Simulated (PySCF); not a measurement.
PySCF input (M06-2X/6-311+G**):

```python
from pyscf import gto, dft

mol = gto.M(
    atom='''
    O    -0.00243054    0.00011527    0.11558805
    H     0.00282272    0.82504889   -0.46332048
    H     0.01662162   -0.82597103   -0.46138388
    ''',
    basis='6-311+g**',
    charge=1,
    spin=1,
    verbose=4,
)

mf = dft.UKS(mol, xc='m062x')
mf.grids.level = 4
mf.conv_tol = 1e-9
mf.max_cycle = 100
mf.max_memory = 1500
mf.kernel()
if not mf.converged:
    mf = mf.newton()
    mf.kernel(mf.make_rdm1())
mo, _, stable, _ = mf.stability(return_status=True)
if not stable:
    mf.kernel(mf.make_rdm1(mo, mf.mo_occ))
    stable = mf.stability(return_status=True)[2]
mf.dip_moment()
```

Question: Predict the final energy.

Answer: -75.95586 Eh.
